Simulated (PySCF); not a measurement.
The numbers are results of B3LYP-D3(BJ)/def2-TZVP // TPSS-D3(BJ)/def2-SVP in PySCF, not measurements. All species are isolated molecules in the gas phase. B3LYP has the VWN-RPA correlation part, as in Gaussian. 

Reference species (SMILES): `[C-]#[N+]C` (neutral, multiplicity 1).

```yaml
HOMO–LUMO gap: 8.81 eV
```

Changed species: `N` (free ligand NH3; the reference has free ligand CNCH3).

What does the change do to the HOMO–LUMO gap?

the HOMO–LUMO gap falls by 0.75 eV, to 8.06 eV.
